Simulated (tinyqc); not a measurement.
Inside a calculation. Method: geometry optimisation on the LDA (VWN5)/sto-6g surface (energies and gradients from PySCF), for BH3, spin multiplicity 1. One step of it, computed by the program tinyqc.

Task: Step 2: move. Steepest descent, p = -g / 0.6; steps longer than 0.5 bohr are cut back.

positions after step 1 (bohr):
```
            x          y          z
1B   0.014416   0.006334   0.002853
2H   2.273535  -0.021357  -0.081765
3H  -1.206505   1.899736  -0.038252
4H  -1.039877  -1.973531   0.062365
```

gradient (hartree/bohr):
```
              x            y            z
1B  -0.00194366   0.00434150   0.00321875
2H   0.01446846  -0.00471270  -0.00138282
3H  -0.00952940   0.00888065  -0.00107166
4H  -0.00299250  -0.00850742  -0.00076671
```

Give: positions after step 2.

Result:

positions after step 2 (bohr):
```
          x        y        z
1B   0.0177  -0.0009  -0.0025
2H   2.2494  -0.0135  -0.0795
3H  -1.1906   1.8849  -0.0365
4H  -1.0349  -1.9594   0.0636
```
